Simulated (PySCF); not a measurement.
Compound: fluorothioborine, BFS.
Cartesian coordinates in Å at the PBE0-D3(BJ)/def2-SVP level; atoms count from 1:
```
atom  x, y, z in Å
F1    -1.3901    0.0682    0.0057
B2    -0.1087    0.0706   -0.0135
S3     1.5054    0.0693   -0.0371
```

Level of theory: core-valence-separated Tamm–Dancoff BHandHLYP/aug-pcX-1 (def2-SVPD on S) in PySCF, non-relativistic, gas phase, PBE0-D3(BJ)/def2-SVP geometry. The energies are unshifted.

The lowest roots of each edge with f over 0.003 (five at most, numbered afresh; weaker and dark ones are left out), with transition dipoles (au) in the frame of the coordinates:

| root | edge | E (eV) | μx | μy | μz |
| --- | --- | --- | --- | --- | --- |
| 1 | F | 686.64 | 0.0015 | 0.0324 | -0.0043 |
| 2 | F | 686.64 | -0.0005 | -0.0043 | -0.0325 |
| 3 | F | 686.86 | -0.0232 | 0.0021 | 0.0001 |
| 4 | F | 689.54 | 0.0267 | 0.0000 | -0.0004 |
| 5 | F | 690.79 | -0.0186 | -0.0001 | 0.0003 |
| 6 | B | 190.12 | 0.0007 | -0.1405 | 0.0186 |
| 7 | B | 190.12 | 0.0020 | 0.0186 | 0.1405 |
| 8 | B | 192.19 | -0.0292 | -0.0012 | 0.0006 |
| 9 | B | 195.27 | 0.0002 | 0.0218 | 0.0174 |
| 10 | B | 195.27 | -0.0003 | 0.0175 | -0.0218 |

What are the oscillator strengths?

f = (2/3) ΔE |μ|², with ΔE in hartree (27.2114 eV):

| root | ΔE (Eh) | \|μ\|² (au) | f | core hole on |
| --- | --- | --- | --- | --- |
| 1 | 25.2337 | 0.001072 | 0.018 | F1 |
| 2 | 25.2337 | 0.001078 | 0.018 | F1 |
| 3 | 25.2418 | 0.000544 | 0.009 | F1 |
| 4 | 25.3402 | 0.000714 | 0.012 | F1 |
| 5 | 25.3862 | 0.000347 | 0.006 | F1 |
| 6 | 6.9869 | 0.020094 | 0.094 | B2 |
| 7 | 6.9869 | 0.020104 | 0.094 | B2 |
| 8 | 7.0627 | 0.000853 | 0.004 | B2 |
| 9 | 7.1761 | 0.000781 | 0.004 | B2 |
| 10 | 7.1761 | 0.000781 | 0.004 | B2 |

What is the unit vector of the molecular axis, and which share of each root's |μ|² lies along it?

(1.00, 0.00, -0.01), up to sign.

| root | core hole on | share along it | final orbital |
| --- | --- | --- | --- |
| 1 | F1 | 0.00 | π |
| 2 | F1 | 0.00 | π |
| 3 | F1 | 0.99 | σ |
| 4 | F1 | 1.00 | σ |
| 5 | F1 | 1.00 | σ |
| 6 | B2 | 0.00 | π |
| 7 | B2 | 0.00 | π |
| 8 | B2 | 1.00 | σ |
| 9 | B2 | 0.00 | π |
| 10 | B2 | 0.00 | π |

The 1s orbitals are σ, so light polarised along the axis reaches σ orbitals and light across it π orbitals.

For fixed molecules, how does the intensity of root 4 change when the electric field is turned 60° away from the molecular axis?

Intensity goes as (E·μ)², and μ lies along that direction, so it falls to cos²60° = 0.25 of its maximum; it vanishes at 90°.

Molecules are fixed in this frame and the field points along (1, 0, −1)/√2. What effective strengths 3 f cos²θ do the roots have (θ between field and μ)?

root 1 (F1): 0.001, root 2 (F1): 0.026, root 3 (F1): 0.014, root 4 (F1): 0.019, root 5 (F1): 0.009, root 6 (B2): 0.002, root 7 (B2): 0.134, root 8 (B2): 0.006, root 9 (B2): 0.002, root 10 (B2): 0.003. Root 7 is the strongest. Averaged over all orientations cos²θ is 1/3, which gives f back. For degenerate partners only the sum has meaning, as the program may mix them freely.

